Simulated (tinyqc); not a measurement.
Inside a calculation. Method: Pariser-Parr-Pople SCF with singles CI, for the molecule [CH2+]C=CC(=N)O (SMILES; centres numbered as the heavy atoms are written). Computed by tinyqc, a small Python program that keeps every step. Settings: charge = 1, gamma = Ohno, start = huckel, damping = 0.5, iteration cap = 59, excitations kept = 6. Command: `OMP_NUM_THREADS=1 python tinyqc.py 21777 21778 out.jsonl` (the two numbers bound the seeds that draw the settings). One thread of a shared host (Intel(R) Xeon(R) Processor @ 2.60GHz), about 0.02 s of CPU time with the checks.

Centres (angstrom, eV; a flat drawing with bonds scaled to 1.40 angstrom):
```
centre,x,y,core charge z,W,gamma_rr
1C,-2.683000,-0.205000,1,11.160000,11.130000
2C,-1.384000,0.316000,1,11.160000,11.130000
3C,-0.283000,-0.549000,1,11.160000,11.130000
4C,1.017000,-0.028000,1,11.160000,11.130000
5N,2.118000,-0.893000,1,14.100000,12.300000
6O,1.215000,1.358000,2,33.000000,21.500000
```

Resonance integrals (eV):
```
i,j,beta
1,2,-2.180000
2,3,-2.180000
3,4,-2.180000
4,5,-2.290000
4,6,-2.050000
```

Stop when output and input P, before any damping, agree to 1e-7.

Course of the cycle:
```
iteration,E (eV),largest |P(out) - P(in)|
1,-100.48003721,3.18e-01
2,-101.10494146,1.76e-01
3,-101.44697905,1.00e-01
4,-101.63438123,5.83e-02
5,-101.73728089,3.47e-02
6,-101.79394996,2.58e-02
7,-101.82528024,2.03e-02
8,-101.84268633,1.60e-02
9,-101.85241361,1.27e-02
10,-101.85788670,1.01e-02
11,-101.86098953,7.99e-03
...,...,...
49,-101.86524641,1.28e-06
50,-101.86524641,1.02e-06
51,-101.86524641,8.09e-07
52,-101.86524641,6.43e-07
53,-101.86524641,5.11e-07
54,-101.86524641,4.07e-07
55,-101.86524641,3.23e-07
56,-101.86524641,2.57e-07
57,-101.86524641,2.04e-07
58,-101.86524641,1.63e-07
59,-101.86524641,1.29e-07
```

Can the last value be used, and what does the course show?

Not by the stop rule, although the second column moves by less than 1e-07 over the last three steps. Not converged within 59 iterations: the residual falls steadily but slowly, by a factor of about 0.80 a step. Reruns (cap 100 unless said): damping 0: converged in 27 (E = -101.86525); the original settings with a cap of 400: converged in 61 (E = -101.86525).
